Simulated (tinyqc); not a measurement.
RKS/BLYP in the sto-6g basis, for LiH, spin multiplicity 1, step by step (part 1 of 2). Computed by tinyqc, a small Python program that keeps every step (integrals from PySCF). Settings: charge = 0, multiplicity = 1, basis = sto-6g, energy threshold = 1e-08, iteration cap = 80, orthogonalisation = symmetric, start = core, DIIS depth = 8, shift = 0.5, method = RKS, functional = blyp, grid = [30, 26]. Command: `OMP_NUM_THREADS=1 python tinyqc.py 21890 21891 out.jsonl` (the two numbers bound the seeds that draw the settings). One thread of a shared host (Intel(R) Xeon(R) Processor @ 2.60GHz), about 0.8 s of CPU time with the checks. Later iterations appear only in the table of the cycle.

## One-electron integrals

Geometry (angstrom):
```
atom         x         y         z
Li    0.000000  0.000000  0.000000
H     0.000000  0.000000  2.184000
```

Basis sto-6g: exponents (1/bohr^2) and contraction coefficients of normalised primitives:
```
element  l (shell)    exponent  coefficient
Li           s (1)  167.175846     0.009164
Li           s (1)   30.651508     0.049361
Li           s (1)    8.575187     0.168538
Li           s (1)    2.945808     0.370563
Li           s (1)    1.143944     0.416492
Li           s (1)    0.471139     0.130334
Li           s (2)    6.597564    -0.013253
Li           s (2)    1.305830    -0.046992
Li           s (2)    0.405851    -0.033785
Li           s (2)    0.156146     0.250242
Li           s (2)    0.067814     0.595117
Li           s (2)    0.031084     0.240706
Li           p (3)    6.597564     0.003760
Li           p (3)    1.305830     0.037679
Li           p (3)    0.405851     0.173897
Li           p (3)    0.156146     0.418036
Li           p (3)    0.067814     0.425860
Li           p (3)    0.031084     0.101708
H            s (1)   35.523221     0.009164
H            s (1)    6.513144     0.049361
H            s (1)    1.822143     0.168538
H            s (1)    0.625955     0.370563
H            s (1)    0.243077     0.416492
H            s (1)    0.100112     0.130334
```

Overlap, kinetic and nuclear-attraction integrals over the contracted functions; the nuclear repulsion is the sum of Za Zb / Rab.

nuclear repulsion = 0.72689177 hartree

overlap S, order 1Li 1s, 1Li 2s, 1Li 2px, 1Li 2py, 1Li 2pz, 2H 1s:
```
[[1.000000, 0.235742, 0.000000, 0.000000, 0.000000, 0.019012],
 [0.235742, 1.000000, 0.000000, 0.000000, 0.000000, 0.261348],
 [0.000000, 0.000000, 1.000000, 0.000000, 0.000000, 0.000000],
 [0.000000, 0.000000, 0.000000, 1.000000, 0.000000, 0.000000],
 [0.000000, 0.000000, 0.000000, 0.000000, 1.000000, 0.373786],
 [0.019012, 0.261348, 0.000000, 0.000000, 0.373786, 1.000000]]
```

kinetic energy T (hartree), order 1Li 1s, 1Li 2s, 1Li 2px, 1Li 2py, 1Li 2pz, 2H 1s:
```
[[3.616742, -0.110723, 0.000000, 0.000000, 0.000000, -0.007629],
 [-0.110723, 0.106524, 0.000000, 0.000000, 0.000000, 0.012894],
 [0.000000, 0.000000, 0.320007, 0.000000, 0.000000, 0.000000],
 [0.000000, 0.000000, 0.000000, 0.320007, 0.000000, 0.000000],
 [0.000000, 0.000000, 0.000000, 0.000000, 0.320007, 0.051100],
 [-0.007629, 0.012894, 0.000000, 0.000000, 0.051100, 0.768522]]
```

nuclear attraction V (hartree), order 1Li 1s, 1Li 2s, 1Li 2px, 1Li 2py, 1Li 2pz, 2H 1s:
```
[[-8.309442, -0.885481, 0.000000, 0.000000, -0.009136, -0.074241],
 [-0.885481, -1.432865, 0.000000, 0.000000, -0.088673, -0.409311],
 [0.000000, 0.000000, -1.410493, 0.000000, 0.000000, 0.000000],
 [0.000000, 0.000000, 0.000000, -1.410493, 0.000000, 0.000000],
 [-0.009136, -0.088673, 0.000000, 0.000000, -1.477460, -0.592904],
 [-0.074241, -0.409311, 0.000000, 0.000000, -0.592904, -1.966293]]
```

core Hamiltonian H = T + V (hartree), order 1Li 1s, 1Li 2s, 1Li 2px, 1Li 2py, 1Li 2pz, 2H 1s:
```
[[-4.692699, -0.996204, 0.000000, 0.000000, -0.009136, -0.081870],
 [-0.996204, -1.326341, 0.000000, 0.000000, -0.088673, -0.396417],
 [0.000000, 0.000000, -1.090486, 0.000000, 0.000000, 0.000000],
 [0.000000, 0.000000, 0.000000, -1.090486, 0.000000, 0.000000],
 [-0.009136, -0.088673, 0.000000, 0.000000, -1.157453, -0.541804],
 [-0.081870, -0.396417, 0.000000, 0.000000, -0.541804, -1.197771]]
```

## Two-electron integrals

Functions are numbered as in S; the eight-fold symmetry (ij|kl) = (ji|kl) = (kl|ij) leaves the list below.

Two-electron integrals (ij|kl) in chemists' order, unique and non-zero (hartree):
```
(11|11) 1.681247   (21|11) 0.242603   (21|21) 0.044507   (22|11) 0.397190
(22|21) 0.090279   (22|22) 0.290625   (31|31) 0.009437   (32|31) 0.014261
(32|32) 0.064236   (33|11) 0.397190   (33|21) 0.090279   (33|22) 0.290625
(33|33) 0.313125   (41|41) 0.009437   (42|41) 0.014261   (42|42) 0.064236
(43|43) 0.016875   (44|11) 0.397190   (44|21) 0.090279   (44|22) 0.290625
(44|33) 0.279374   (44|44) 0.313125   (51|51) 0.009437   (52|51) 0.014261
(52|52) 0.064236   (53|53) 0.016875   (54|54) 0.016875   (55|11) 0.397190
(55|21) 0.090279   (55|22) 0.290625   (55|33) 0.279374   (55|44) 0.279374
(55|55) 0.313125   (61|11) 0.019054   (61|21) 0.003448   (61|22) 0.007166
(61|33) 0.007061   (61|44) 0.007061   (61|51) 0.000465   (61|52) 0.000981
(61|55) 0.007375   (61|61) 0.000297   (62|11) 0.078724   (62|21) 0.018309
(62|22) 0.066925   (62|33) 0.063089   (62|44) 0.063089   (62|51) 0.002950
(62|52) 0.020796   (62|55) 0.074599   (62|61) 0.001758   (62|62) 0.030615
(63|31) 0.001144   (63|32) 0.006109   (63|53) 0.002719   (63|63) 0.001585
(64|41) 0.001144   (64|42) 0.006109   (64|54) 0.002719   (64|64) 0.001585
(65|11) 0.106566   (65|21) 0.024947   (65|22) 0.093593   (65|33) 0.087176
(65|44) 0.087176   (65|51) 0.004594   (65|52) 0.032355   (65|55) 0.106428
(65|61) 0.002465   (65|62) 0.046224   (65|65) 0.070262   (66|11) 0.242219
(66|21) 0.057062   (66|22) 0.229177   (66|33) 0.210124   (66|44) 0.210124
(66|51) 0.009057   (66|52) 0.082599   (66|55) 0.267286   (66|61) 0.005622
(66|62) 0.139155   (66|65) 0.215933   (66|66) 0.774999
```

## Orthogonalisation

S = U s U^T; symmetric (Loewdin) form X = U s^(-1/2) U^T, so that X^T S X = 1.

eigenvalues of S: [0.526282, 0.810224, 1.000000, 1.000000, 1.177842, 1.485651]

X, order 1Li 1s, 1Li 2s, 1Li 2px, 1Li 2py, 1Li 2pz, 2H 1s:
```
[[1.022321, -0.126305, 0.000000, 0.000000, -0.005753, 0.017155],
 [-0.126305, 1.053827, 0.000000, 0.000000, 0.044643, -0.154847],
 [0.000000, 0.000000, 1.000000, 0.000000, 0.000000, 0.000000],
 [0.000000, 0.000000, 0.000000, 1.000000, 0.000000, 0.000000],
 [-0.005753, 0.044643, 0.000000, 0.000000, 1.062092, -0.216277],
 [0.017155, -0.154847, 0.000000, 0.000000, -0.216277, 1.093014]]
```

## Starting guess

The start is the orbitals of the core Hamiltonian; D = 2 C_occ C_occ^T.

D at the start, order 1Li 1s, 1Li 2s, 1Li 2px, 1Li 2py, 1Li 2pz, 2H 1s:
```
[[2.057349, -0.192910, 0.000000, 0.000000, -0.113236, -0.094614],
 [-0.192910, 0.560175, 0.000000, 0.000000, 0.509987, 0.485989],
 [0.000000, 0.000000, 0.000000, 0.000000, 0.000000, 0.000000],
 [0.000000, 0.000000, 0.000000, 0.000000, 0.000000, 0.000000],
 [-0.113236, 0.509987, 0.000000, 0.000000, 0.466251, 0.444728],
 [-0.094614, 0.485989, 0.000000, 0.000000, 0.444728, 0.424287]]
```

## Iteration 1: exchange-correlation on the grid

Becke grid with 30 radial and 26 angular points per atom, points of zero weight dropped. rho = sum D_ij phi_i phi_j; V_xc,ij = sum w v_xc phi_i phi_j plus the gradient terms; v_xc is d(rho eps)/d rho at fixed gradient.

The 8 grid points with the largest w rho, of 1545 (bohr, atomic units):
```
x                  y          z         w       rho  |grad rho|^2     eps_xc       v_xc
0.000000    0.000000   2.422958  1.298647  0.034698      0.000113  -0.270053  -0.353404
0.000000    0.000000   2.915464  0.929538  0.046006      0.001641  -0.302667  -0.379858
0.000000    0.000000   1.993197  0.921176  0.032462      1.64e-06  -0.263133  -0.347472
0.000000    0.000000  -0.443931  0.016700  1.172372     39.784451  -0.920503  -1.024668
-0.443931   0.000000   0.000000  0.016700  1.156442     39.438526  -0.918458  -1.019554
0.000000    0.443931   0.000000  0.016700  1.156442     39.438526  -0.918458  -1.019554
0.443931    0.000000   0.000000  0.016700  1.156442     39.438526  -0.918458  -1.019554
0.000000   -0.443931   0.000000  0.016700  1.156442     39.438526  -0.918458  -1.019554
```

electrons on the grid, sum of w rho = 3.997151

E_xc = sum of w rho eps_xc = -2.20204647 hartree

V_xc (hartree), order 1Li 1s, 1Li 2s, 1Li 2px, 1Li 2py, 1Li 2pz, 2H 1s:
```
[[-1.102996, -0.126035, 0.000000, 0.000000, -0.004208, -0.010800],
 [-0.126035, -0.172165, 0.000000, 0.000000, -0.058240, -0.076085],
 [0.000000, 0.000000, -0.161260, 0.000000, 0.000000, 0.000000],
 [0.000000, 0.000000, 0.000000, -0.161260, 0.000000, 0.000000],
 [-0.004208, -0.058240, 0.000000, 0.000000, -0.193926, -0.114424],
 [-0.010800, -0.076085, 0.000000, 0.000000, -0.114424, -0.401617]]
```

## Iteration 1: building the Kohn-Sham matrix

J_ij = sum D_kl (ij|kl); F = H + J + V_xc; E = tr D H + tr D J / 2 + E_xc + E_nn.

Coulomb J (hartree), order 1Li 1s, 1Li 2s, 1Li 2px, 1Li 2py, 1Li 2pz, 2H 1s:
```
[[4.043466, 0.638154, 0.000000, 0.000000, 0.023118, 0.052448],
 [0.638154, 1.324809, 0.000000, 0.000000, 0.146142, 0.377295],
 [0.000000, 0.000000, 1.302064, 0.000000, 0.000000, 0.000000],
 [0.000000, 0.000000, 0.000000, 1.302064, 0.000000, 0.000000],
 [0.023118, 0.146142, 0.000000, 0.000000, 1.370305, 0.542205],
 [0.052448, 0.377295, 0.000000, 0.000000, 0.542205, 1.466589]]
```

Kohn-Sham matrix F (hartree), order 1Li 1s, 1Li 2s, 1Li 2px, 1Li 2py, 1Li 2pz, 2H 1s:
```
[[-1.752230, -0.484085, 0.000000, 0.000000, 0.009774, -0.040221],
 [-0.484085, -0.173697, 0.000000, 0.000000, -0.000771, -0.095208],
 [0.000000, 0.000000, 0.050318, 0.000000, 0.000000, 0.000000],
 [0.000000, 0.000000, 0.000000, 0.050318, 0.000000, 0.000000],
 [0.009774, -0.000771, 0.000000, 0.000000, 0.018925, -0.114023],
 [-0.040221, -0.095208, 0.000000, 0.000000, -0.114023, -0.132799]]
```

total energy of this density = -7.94687540 hartree

## Iteration 1: diagonalisation and new density

A level shift of 0.5 hartree raises the virtual space: F + shift (S - S D(s) S), with D(s) the density of one spin (D/2). Diagonalise F' = X^T F X, C = X C', fill 2 alpha and 2 beta electrons from the bottom; D = 2 C_occ C_occ^T. Each column has its largest component positive (the first on a tie).

F' = X^T F X (hartree):
```
[[-1.707774, -0.305111, 0.000000, 0.000000, 0.017320, 0.022905],
 [-0.305111, 0.274487, 0.000000, 0.000000, -0.124340, -0.250741],
 [0.000000, 0.000000, 0.550318, 0.000000, 0.000000, 0.000000],
 [0.000000, 0.000000, 0.000000, 0.550318, 0.000000, 0.000000],
 [0.017320, -0.124340, 0.000000, 0.000000, 0.414750, -0.286980],
 [0.022905, -0.250741, 0.000000, 0.000000, -0.286980, 0.237627]]
```

orbital energies (hartree): [-1.753790, -0.141139, 0.475415, 0.550318, 0.550318, 0.638603]

coefficients C, order 1Li 1s, 1Li 2s, 1Li 2px, 1Li 2py, 1Li 2pz, 2H 1s:
```
[[0.991958, -0.140489, -0.227008, 0.000000, 0.000000, 0.078544],
 [0.031853, 0.459696, 0.887843, 0.000000, 0.000000, -0.389710],
 [0.000000, 0.000000, 0.000000, -0.676626, 0.736327, 0.000000],
 [0.000000, 0.000000, 0.000000, 0.736327, 0.676626, 0.000000],
 [0.001149, 0.382089, -0.452002, 0.000000, 0.000000, -0.909144],
 [0.001851, 0.588917, -0.291954, 0.000000, 0.000000, 0.913051]]
```

D after iteration 1, order 1Li 1s, 1Li 2s, 1Li 2px, 1Li 2py, 1Li 2pz, 2H 1s:
```
[[2.007436, -0.065969, 0.000000, 0.000000, -0.105079, -0.161800],
 [-0.065969, 0.424669, 0.000000, 0.000000, 0.351362, 0.541563],
 [0.000000, 0.000000, 0.000000, 0.000000, 0.000000, 0.000000],
 [0.000000, 0.000000, 0.000000, 0.000000, 0.000000, 0.000000],
 [-0.105079, 0.351362, 0.000000, 0.000000, 0.291987, 0.450042],
 [-0.161800, 0.541563, 0.000000, 0.000000, 0.450042, 0.693653]]
```

Within a degenerate level the vectors are fixed only up to a rotation; this is one choice.

## Iteration 2: exchange-correlation on the grid

As before.

The 8 grid points with the largest w rho, of 1545 (bohr, atomic units):
```
x                  y          z         w       rho  |grad rho|^2     eps_xc       v_xc
0.000000    0.000000   2.915464  0.929538  0.051914      0.004180  -0.320804  -0.390486
0.000000    0.000000   2.422958  1.298647  0.032792      0.000443  -0.269168  -0.343000
0.000000    0.000000   1.993197  0.921176  0.027099      0.000054  -0.249369  -0.326691
0.000000    0.000000  -0.443931  0.016700  1.153122     38.001819  -0.915450  -1.019370
0.000000   -0.443931   0.000000  0.016700  1.138190     37.687717  -0.913510  -1.014522
0.443931    0.000000   0.000000  0.016700  1.138190     37.687717  -0.913510  -1.014522
-0.443931   0.000000   0.000000  0.016700  1.138190     37.687717  -0.913510  -1.014522
0.000000    0.443931   0.000000  0.016700  1.138190     37.687717  -0.913510  -1.014522
```

electrons on the grid, sum of w rho = 3.991474

E_xc = sum of w rho eps_xc = -2.22649931 hartree

V_xc (hartree), order 1Li 1s, 1Li 2s, 1Li 2px, 1Li 2py, 1Li 2pz, 2H 1s:
```
[[-1.097849, -0.125302, 0.000000, 0.000000, -0.003121, -0.010628],
 [-0.125302, -0.165613, 0.000000, 0.000000, -0.054421, -0.078245],
 [0.000000, 0.000000, -0.155122, 0.000000, 0.000000, 0.000000],
 [0.000000, 0.000000, 0.000000, -0.155122, 0.000000, 0.000000],
 [-0.003121, -0.054421, 0.000000, 0.000000, -0.186564, -0.118753],
 [-0.010628, -0.078245, 0.000000, 0.000000, -0.118753, -0.436034]]
```

## Iteration 2: building the Kohn-Sham matrix

As before.

Coulomb J (hartree), order 1Li 1s, 1Li 2s, 1Li 2px, 1Li 2py, 1Li 2pz, 2H 1s:
```
[[3.970671, 0.626586, 0.000000, 0.000000, 0.021501, 0.051509],
 [0.626586, 1.307081, 0.000000, 0.000000, 0.150769, 0.390537],
 [0.000000, 0.000000, 1.280683, 0.000000, 0.000000, 0.000000],
 [0.000000, 0.000000, 0.000000, 1.280683, 0.000000, 0.000000],
 [0.021501, 0.150769, 0.000000, 0.000000, 1.359882, 0.565519],
 [0.051509, 0.390537, 0.000000, 0.000000, 0.565519, 1.591061]]
```

Kohn-Sham matrix F (hartree), order 1Li 1s, 1Li 2s, 1Li 2px, 1Li 2py, 1Li 2pz, 2H 1s:
```
[[-1.819877, -0.494920, 0.000000, 0.000000, 0.009244, -0.040988],
 [-0.494920, -0.184873, 0.000000, 0.000000, 0.007675, -0.084125],
 [0.000000, 0.000000, 0.035075, 0.000000, 0.000000, 0.000000],
 [0.000000, 0.000000, 0.000000, 0.035075, 0.000000, 0.000000],
 [0.009244, 0.007675, 0.000000, 0.000000, 0.015864, -0.095038],
 [-0.040988, -0.084125, 0.000000, 0.000000, -0.095038, -0.042744]]
```

total energy of this density = -7.99107280 hartree

## Iteration 2: DIIS over 2 matrices

error matrix X^T (FDS - SDF) X:
```
[[0.000000, 0.032961, 0.000000, 0.000000, -0.012894, -0.013987],
 [-0.032961, 0.000000, 0.000000, 0.000000, -0.021488, 0.005226],
 [0.000000, 0.000000, 0.000000, 0.000000, 0.000000, 0.000000],
 [0.000000, 0.000000, 0.000000, 0.000000, 0.000000, 0.000000],
 [0.012894, 0.021488, 0.000000, 0.000000, 0.000000, 0.033502],
 [0.013987, -0.005226, 0.000000, 0.000000, -0.033502, 0.000000]]
```

B (overlaps of the stored error matrices):
```
[[1.8088218e-01, 3.0738734e-02],
 [3.0738734e-02, 6.1194963e-03]]
```

Minimise |sum c_i e_i|^2 with sum c_i = 1: solve [B -1; -1 0][c; lambda] = [0; -1] with B_ij = tr e_i^T e_j, and take F = sum c_i F_i.

DIIS coefficients: [-0.196131, 1.196131]

extrapolated F (hartree), order 1Li 1s, 1Li 2s, 1Li 2px, 1Li 2py, 1Li 2pz, 2H 1s:
```
[[-1.833145, -0.497045, 0.000000, 0.000000, 0.009140, -0.041138],
 [-0.497045, -0.187065, 0.000000, 0.000000, 0.009332, -0.081952],
 [0.000000, 0.000000, 0.032085, 0.000000, 0.000000, 0.000000],
 [0.000000, 0.000000, 0.000000, 0.032085, 0.000000, 0.000000],
 [0.009140, 0.009332, 0.000000, 0.000000, 0.015264, -0.091314],
 [-0.041138, -0.081952, 0.000000, 0.000000, -0.091314, -0.025081]]
```

## Iteration 2: diagonalisation and new density

As before.

F' = X^T F X (hartree):
```
[[-1.783930, -0.330811, 0.000000, 0.000000, 0.021780, 0.033966],
 [-0.330811, 0.280783, 0.000000, 0.000000, -0.084192, -0.261093],
 [0.000000, 0.000000, 0.532085, 0.000000, 0.000000, 0.000000],
 [0.000000, 0.000000, 0.000000, 0.532085, 0.000000, 0.000000],
 [0.021780, -0.084192, 0.000000, 0.000000, 0.443916, -0.285539],
 [0.033966, -0.261093, 0.000000, 0.000000, -0.285539, 0.287842]]
```

orbital energies (hartree): [-1.835686, -0.094695, 0.464324, 0.532085, 0.532085, 0.694668]

coefficients C, order 1Li 1s, 1Li 2s, 1Li 2px, 1Li 2py, 1Li 2pz, 2H 1s:
```
[[0.990552, -0.141121, -0.221434, 0.000000, 0.000000, 0.106203],
 [0.037588, 0.474058, 0.828425, 0.000000, 0.000000, -0.489942],
 [0.000000, 0.000000, 0.000000, -0.130064, 0.991506, 0.000000],
 [0.000000, 0.000000, 0.000000, 0.991506, 0.130064, 0.000000],
 [-0.002970, 0.360869, -0.558114, 0.000000, 0.000000, -0.857389],
 [-0.003253, 0.593758, -0.202910, 0.000000, 0.000000, 0.933807]]
```

D after iteration 2, order 1Li 1s, 1Li 2s, 1Li 2px, 1Li 2py, 1Li 2pz, 2H 1s:
```
[[2.002215, -0.059334, 0.000000, 0.000000, -0.107736, -0.174027],
 [-0.059334, 0.452288, 0.000000, 0.000000, 0.341923, 0.562707],
 [0.000000, 0.000000, 0.000000, 0.000000, 0.000000, 0.000000],
 [0.000000, 0.000000, 0.000000, 0.000000, 0.000000, 0.000000],
 [-0.107736, 0.341923, 0.000000, 0.000000, 0.260471, 0.428557],
 [-0.174027, 0.562707, 0.000000, 0.000000, 0.428557, 0.705117]]
```

Within a degenerate level the vectors are fixed only up to a rotation; this is one choice.

## Iteration 56 (converged): orbitals

converged F (hartree), order 1Li 1s, 1Li 2s, 1Li 2px, 1Li 2py, 1Li 2pz, 2H 1s:
```
[[-1.826810, -0.496508, 0.000000, 0.000000, 0.007752, -0.041194],
 [-0.496508, -0.193656, 0.000000, 0.000000, 0.006270, -0.086805],
 [0.000000, 0.000000, 0.024490, 0.000000, 0.000000, 0.000000],
 [0.000000, 0.000000, 0.000000, 0.024490, 0.000000, 0.000000],
 [0.007752, 0.006270, 0.000000, 0.000000, 0.010694, -0.099045],
 [-0.041194, -0.086805, 0.000000, 0.000000, -0.099045, -0.051737]]
```

Diagonalise F' = X^T F X, C = X C', fill 2 alpha and 2 beta electrons from the bottom; D = 2 C_occ C_occ^T. Each column has its largest component positive (the first on a tie).

F' = X^T F X (hartree):
```
[[-1.785283, -0.277570, 0.000000, 0.000000, 0.001262, 0.008516],
 [-0.277570, -0.084662, 0.000000, 0.000000, 0.036602, -0.080150],
 [0.000000, 0.000000, 0.024490, 0.000000, 0.000000, 0.000000],
 [0.000000, 0.000000, 0.000000, 0.024490, 0.000000, 0.000000],
 [0.001262, 0.036602, 0.000000, 0.000000, 0.057028, -0.116814],
 [0.008516, -0.080150, 0.000000, 0.000000, -0.116814, 0.011177]]
```

orbital energies (hartree): [-1.829475, -0.115050, -0.039131, 0.024490, 0.024490, 0.181916]

coefficients C, order 1Li 1s, 1Li 2s, 1Li 2px, 1Li 2py, 1Li 2pz, 2H 1s:
```
[[0.989781, -0.160867, -0.209892, 0.000000, 0.000000, 0.108722],
 [0.040527, 0.540110, 0.785569, 0.000000, 0.000000, -0.491930],
 [0.000000, 0.000000, 0.000000, 0.996164, 0.087501, 0.000000],
 [0.000000, 0.000000, 0.000000, -0.087501, 0.996164, 0.000000],
 [-0.002911, 0.255187, -0.567832, 0.000000, 0.000000, -0.888414],
 [-0.004393, 0.610770, -0.296075, 0.000000, 0.000000, 0.897222]]
```

D after iteration 56, order 1Li 1s, 1Li 2s, 1Li 2px, 1Li 2py, 1Li 2pz, 2H 1s:
```
[[2.011089, -0.093547, 0.000000, 0.000000, -0.087865, -0.205203],
 [-0.093547, 0.586722, 0.000000, 0.000000, 0.275422, 0.659409],
 [0.000000, 0.000000, 0.000000, 0.000000, 0.000000, 0.000000],
 [0.000000, 0.000000, 0.000000, 0.000000, 0.000000, 0.000000],
 [-0.087865, 0.275422, 0.000000, 0.000000, 0.130258, 0.311746],
 [-0.205203, 0.659409, 0.000000, 0.000000, 0.311746, 0.746118]]
```

Within a degenerate level the vectors are fixed only up to a rotation; this is one choice.
